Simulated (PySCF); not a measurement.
Basis set benchmark on one molecule

Molecule: `C[PH](C)=S`, C2H7PS.

Molfile (atoms numbered from 1):
```
C2H7PS
     RDKit          3D

 11 10  0  0  0  0  0  0  0  0999 V2000
   -1.3823    0.3598    0.3926 C   0  0  0  0  0  0  0  0  0  0  0  0
    0.3379    0.6666   -0.1219 P   0  0  0  0  0  5  0  0  0  0  0  0
    1.0684   -0.9895   -0.3214 C   0  0  0  0  0  0  0  0  0  0  0  0
    1.3429    1.8869    1.0069 S   0  0  0  0  0  0  0  0  0  0  0  0
   -1.8986   -0.3123   -0.3093 H   0  0  0  0  0  0  0  0  0  0  0  0
   -1.9047    1.3249    0.4453 H   0  0  0  0  0  0  0  0  0  0  0  0
   -1.3670   -0.0837    1.3988 H   0  0  0  0  0  0  0  0  0  0  0  0
    0.1636    1.0720   -1.4794 H   0  0  0  0  0  0  0  0  0  0  0  0
    2.0868   -0.8754   -0.7175 H   0  0  0  0  0  0  0  0  0  0  0  0
    1.1304   -1.4592    0.6709 H   0  0  0  0  0  0  0  0  0  0  0  0
    0.4694   -1.6166   -0.9992 H   0  0  0  0  0  0  0  0  0  0  0  0
  1  2  1  0
  2  3  1  0
  2  4  2  0
  1  5  1  0
  1  6  1  0
  1  7  1  0
  2  8  1  0
  3  9  1  0
  3 10  1  0
  3 11  1  0
M  END
```

Geometry PBE0-D3(BJ)/def2-SVP throughout; GIAO in PySCF 2.14, gas phase, one conformer, non-relativistic; equivalent atoms averaged; functional PBE0.

Reference values (measured; solution; Ewan Kenneth Macdonald, Aspects of the Chemistry of Some Fluorophosphine Derivatives of Group VI Elements, PhD thesis, University of Edinburgh, 1980): δ(P2) = 5.0 ppm vs 85 % H3PO4. Computed shifts are taken against H3PO4, calculated as an isolated molecule at each level.

Q: How do the basis sets STO-3G, 6-31G, 6-31G*, def2-SVP, 6-311+G(2d,p), def2-TZVP perform against the reference? Times are CPU seconds on 1 thread of an Arm Neoverse V2, shared host.

A: 
```
    basis set  functions      P2  abs. error P  core-s
       STO-3G         35  -100.5         105.5       2
        6-31G         58   -80.9          85.9       4
       6-31G*         78    -8.1          13.1     5.1
     def2-SVP         99   -15.0          20.0     5.8
6-311+G(2d,p)        166   -19.1          24.1      12
    def2-TZVP        178   -15.9          20.9      14
```

For 31P the closest is 6-31G* (13.1 ppm) and the furthest STO-3G (105.5 ppm). Where a smaller basis beats a larger one, errors probably cancel. One molecule is a small sample, and vibrational and solvent effects are absent from the calculation.

A small basis that lands close on one nucleus may do so by chance; judge by the trend and by all nuclei.
